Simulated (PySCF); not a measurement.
# Broadened absorption spectrum of dimethyl carbonate

Dimethyl carbonate, C₃H₆O₃.
Bonds: C1–O2, O2–C3, C3–O4 (double), C3–O5, O5–C6. Hydrogens: H7, H8, H9 on C1; H10, H11, H12 on C6.

Level of theory: TDDFT PBE0/def2-SVPD, vertical, gas phase, core orbitals frozen in the response in PySCF 2.14.0, density-fitted response routines. The structure is a single GFN2-xTB conformer in the gas phase; no vibrational or solvent corrections. Torsions of this conformer, `[CH3:1][O:2][C:3](=[O:4])[O:5][CH3:6]`: C1–O2–C3–O4 0°, O2–C3–O5–C6 180°.

Broadening: Gaussians 0.25 eV wide at half height, area fixed by f = 4.319×10⁻⁹ ∫ε dν̃. The cross-section is σ = 3.8235×10⁻²¹ ε cm², given in Mb (10⁻¹⁸ cm²). The width is an assumption, not a result. The curve ends short of the highest state used, and states not computed would add to its high-energy end.

(λ (nm), σ (Mb)): (147.3, 12.72), (148.3, 10.06), (149.3, 7.55), (150.3, 4.62), (151.4, 2.20), (152.4, 1.43), (153.4, 2.05), (154.4, 3.75), (155.4, 5.80), (156.4, 7.14), (157.5, 6.90), (158.5, 5.31), (159.5, 3.31), (160.5, 1.68), (161.5, 0.70), (162.5, 0.24), (163.6, 0.06), (164.6, 0.01), (165.6, 0.00), (166.6, 0.00), (167.6, 0.00), (168.6, 0.00), (169.7, 0.00), (170.7, 0.00), (171.7, 0.00), (172.7, 0.00), (173.7, 0.00), (174.7, 0.00), (175.8, 0.00), (176.8, 0.00), (177.8, 0.00), (178.8, 0.00), (179.8, 0.00), (180.8, 0.00), (181.8, 0.00), (182.9, 0.00)

Question: Locate the maxima and give the states behind the curve.

Answer: 157 nm (7.91 eV), ε about 1900, made up of S2 (100%) (ε in L mol⁻¹ cm⁻¹; maxima over ε = 5, shares over 10%). At its high-energy end, 8.42 eV, the curve is still rising (ε about 3400, from S4 and S5). The states used: S1 7.16 eV (f 0.0000); S2 7.91 eV (f 0.018); S3 8.21 eV (f 0.0000); S4 8.38 eV (f 0.022); S5 8.69 eV (f 0.256); S6 8.77 eV (f 0.011); S7 8.94 eV (f 0.011); S8 9.02 eV (f 0.029).

Question: Does any computed singlet lie in the visible range?

Answer: No computed singlet lies in the visible range (380 to 750 nm); the lowest, at 173 nm, stands 3.89 eV above its violet end (3.26 eV).

Question: What would ε be at 7.91 eV, the highest of these maxima, with half the width (0.125 eV)?

Answer: About 3800 L mol⁻¹ cm⁻¹ against 1900, a factor of about 2.00; a lone state at its own centre would give exactly 2.

Question: Coming from long wavelengths, where does ε first pass 100 L mol⁻¹ cm⁻¹?

Answer: At about 162 nm (7.65 eV), 0.49 eV above S1.

On one thread, x86-64 server (shared host), this took 37 s of wall time.
